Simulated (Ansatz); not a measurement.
# Molecular dynamics, step by step

C2H3NO (SMILES NC1=CO1), singlet, HF/STO-3G (Ansatz 0.2.0). Settings (timestep in fs, temperature in K; T counts 15 degrees of freedom):

```yaml
hamiltonian: {xc: hf}
md: {n_steps: 80, timestep: 0.75, temperature: 100, ensemble: nve, seed: 241, initial_velocities: maxwell_boltzmann}
```

Start (the SMILES describes the start alone):

```
7
angstrom
N -0.7309 0.8886 -0.2296
C 0.0224 -0.1661 0.0132
C 1.2150 -0.7395 0.1678
O -0.1910 -1.4479 -0.2110
H -1.6150 0.7739 -0.6980
H -0.3550 1.8117 -0.1073
H 1.6546 -1.1206 1.0650
```

```tsv
step	time (fs)	potential energy less the start (meV)	kinetic energy (meV)	T (K)
0	0.00	0.0	64.6	100
5	3.75	-72.8	136.7	212
10	7.50	-162.5	226.1	350
15	11.25	-163.9	227.9	353
20	15.00	-105.7	170.1	263
25	18.75	-96.4	160.6	248
30	22.50	-153.9	218.0	337
35	26.25	-215.9	280.2	433
40	30.00	-191.1	256.3	397
45	33.75	-158.0	223.3	345
50	37.50	-124.1	188.7	292
55	41.25	-41.4	106.1	164
60	45.00	27.2	38.1	59
65	48.75	-31.4	96.4	149
70	52.50	-129.5	193.6	300
75	56.25	-193.2	256.8	397
80	60.00	-213.9	277.8	430
```

Step 10, positions (Å) and forces (eV/Å):

| atom | x | y | z | Fx | Fy | Fz |
| --- | --- | --- | --- | --- | --- | --- |
| N1 | -0.751 | 0.912 | -0.246 | -0.069 | 0.538 | 0.507 |
| C2 | 0.011 | -0.140 | 0.048 | -0.238 | -0.582 | -1.166 |
| C3 | 1.226 | -0.780 | 0.141 | 0.147 | -0.862 | 0.576 |
| O4 | -0.166 | -1.466 | -0.209 | 0.634 | 0.453 | 0.457 |
| H5 | -1.643 | 0.858 | -0.728 | -0.178 | -0.321 | -0.070 |
| H6 | -0.379 | 1.835 | -0.069 | 0.012 | 0.548 | 0.101 |
| H7 | 1.582 | -1.101 | 1.141 | -0.307 | 0.226 | -0.406 |

Step 25, positions (Å) and forces (eV/Å):

```tsv
atom	x	y	z	Fx	Fy	Fz
N1	-0.784	0.966	-0.237	0.328	-1.869	0.241
C2	-0.010	-0.121	0.000	1.163	0.158	-0.612
C3	1.249	-0.877	0.132	0.193	1.319	0.148
O4	-0.113	-1.463	-0.183	-1.923	0.805	-0.459
H5	-1.676	0.850	-0.706	-0.525	0.022	-0.076
H6	-0.523	1.925	-0.005	0.436	-0.256	0.084
H7	1.372	-1.044	1.208	0.328	-0.179	0.675
```

Step 40, positions (Å) and forces (eV/Å):

| atom | x | y | z | Fx | Fy | Fz |
| --- | --- | --- | --- | --- | --- | --- |
| N1 | -0.807 | 0.905 | -0.214 | 0.294 | 0.643 | -0.052 |
| C2 | 0.052 | -0.118 | -0.102 | -0.396 | -0.364 | 0.732 |
| C3 | 1.284 | -0.888 | 0.182 | -0.397 | 0.307 | -1.322 |
| O4 | -0.164 | -1.400 | -0.181 | 0.058 | -0.638 | -0.355 |
| H5 | -1.794 | 0.849 | -0.540 | 1.166 | -0.164 | 0.372 |
| H6 | -0.412 | 1.812 | 0.053 | -0.678 | 0.087 | -0.325 |
| H7 | 1.329 | -0.983 | 1.269 | -0.047 | 0.130 | 0.951 |

Last step (80):

```json
{"atom": "N1", "x (Å)": "-0.7967", "y (Å)": "0.9107", "z (Å)": "-0.2032"}
{"atom": "C2", "x (Å)": "0.0430", "y (Å)": "-0.1107", "z (Å)": "-0.1012"}
{"atom": "C3", "x (Å)": "1.2525", "y (Å)": "-0.8902", "z (Å)": "0.1795"}
{"atom": "O4", "x (Å)": "-0.1432", "y (Å)": "-1.4142", "z (Å)": "-0.1881"}
{"atom": "H5", "x (Å)": "-1.7930", "y (Å)": "0.8606", "z (Å)": "-0.4438"}
{"atom": "H6", "x (Å)": "-0.3936", "y (Å)": "1.8304", "z (Å)": "-0.0765"}
{"atom": "H7", "x (Å)": "1.3333", "y (Å)": "-0.9341", "z (Å)": "1.2740"}
```

Hardware: 2 CPU threads of an Intel Xeon, shared host. Wall time about 100 s.
